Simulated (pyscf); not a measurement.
H₂N–NH₂ (SMILES NN) + AlH₃ (SMILES [AlH3]) → H₂N–NH–AlH₂ (SMILES N[NH][AlH2]) + H₂ (SMILES [H][H]) (four-centre exchange; singlet surface; H–N, Al–H broken, Al–N, H–H formed). Optimised with ωB97X-D3(BJ)/def2-SVP in PySCF. Energies in kcal/mol from the separated reactants.

| level | barrier | reaction energy |
|---|---|---|
| r²SCAN/def2-TZVP | ___ | -22.0 |
| B3LYP-D3(BJ)/def2-TZVP | 11.4 | -18.9 |
| PBE0-D3(BJ)/def2-TZVP | 8.3 | -18.8 |
| M06-2X/def2-TZVP | 9.3 | -23.3 |
| ωB97M-D3(BJ)/def2-TZVP | 12.1 | -18.8 |
| HF/def2-TZVP | ___ | ___ |

Problem. Some entries are withheld; supply them.

Solution. 
- r²SCAN/def2-TZVP, barrier: 5.8
- HF/def2-TZVP, barrier: 30.3
- HF/def2-TZVP, reaction energy: -12.2

The functionals in the table span 6.3 kcal/mol in this barrier, from r²SCAN to ωB97M-D3(BJ)/def2-TZVP. On the reactant side the descent ends in an adduct with a Al–N contact (not fully relaxed), 32.6 kcal/mol under the separated species and 43.0 kcal/mol under the saddle at ωB97X-D3(BJ)/def2-TZVP. On the product side the descent ends in an adduct with a Al–N contact, 1.4 kcal/mol under the separated species and 32.2 kcal/mol under the saddle at ωB97X-D3(BJ)/def2-TZVP. At the saddle there is also a short Al–H contact that neither side keeps. H₂N–NH–AlH₂ is closed by a dative Al–N contact. H₂N–NH–AlH₂ lies 62.7 kcal/mol over its isomer H₂N–AlH–NH₂ (electronic energy, ωB97M-D3(BJ)/def2-TZVP). One saddle was located; it need not be the lowest between these sides.
